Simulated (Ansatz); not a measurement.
Lattice parameter a of some cubic elemental solids other than molecular ones

Method: PBEsol+SOC (PAW; Ansatz, a program for electronic structure). References are measured values corrected to a static lattice. The table is a random draw of 6 from 9 solids with such references.

Values in Å.

```json
[
 {"solid": "fcc Au", "reference": "4.062", "PBEsol+SOC": "4.072", "error (%)": "+0.25"},
 {"solid": "fcc Pt", "reference": "3.913", "PBEsol+SOC": "3.920", "error (%)": "+0.18"},
 {"solid": "fcc Ir", "reference": "3.831", "PBEsol+SOC": "3.832", "error (%)": "+0.03"},
 {"solid": "bcc W", "reference": "3.16", "PBEsol+SOC": "3.155", "error (%)": "-0.16"},
 {"solid": "bcc Ba", "reference": "4.995¶", "PBEsol+SOC": "4.880", "error (%)": "-2.30"},
 {"solid": "grey tin (α-Sn)", "reference": "6.477", "PBEsol+SOC": "6.540", "error (%)": "+0.97"}
]
```

Over these 6 solids the mean error is -0.17 %, the mean absolute error 0.65 % (median 0.21 %), and the worst case bcc Ba at -2.30 %; the value is too high in 4 of 6 cases. Over all 9, from unrounded values, the mean error is -0.15 % and the mean absolute error 0.62 % (median 0.49 %).

All these references are brought to a static lattice.

¶ marks references of a special kind: bcc Ba, 4.995 Å (measured, low-temperature or extrapolated to 0 K; zero-point anharmonic expansion removed, our sources range from 4.995 to 5.004; as tabulated in Csonka et al. (2009), arXiv:0903.4037).

Differences are worked out from the printed values.

Ansatz's density-functional and Hartree–Fock values are scalar-relativistic unless marked +SOC, with PAW data made under PBE.

Not in this set, of the elemental solids other than molecular ones with a reference value in our tables and a result at some level: 20 for no value at PBEsol+SOC (not run, a failed fit, an unstable or unbound cell, or a value held back for tests); 19 for a reference at room or unstated temperature; 4 for a high-temperature or high-pressure phase. These can be a level's best or worst cases. At least 1 more with a reference value is held back for tests. Solids without a released value at any level aren't counted. Layered and molecular crystals are counted apart. The metals Ce to Yb are counted apart.

References as tabulated in Mejia-Rodriguez and Trickey (2018), arXiv:1807.09216; Csonka et al. (2009), arXiv:0903.4037.
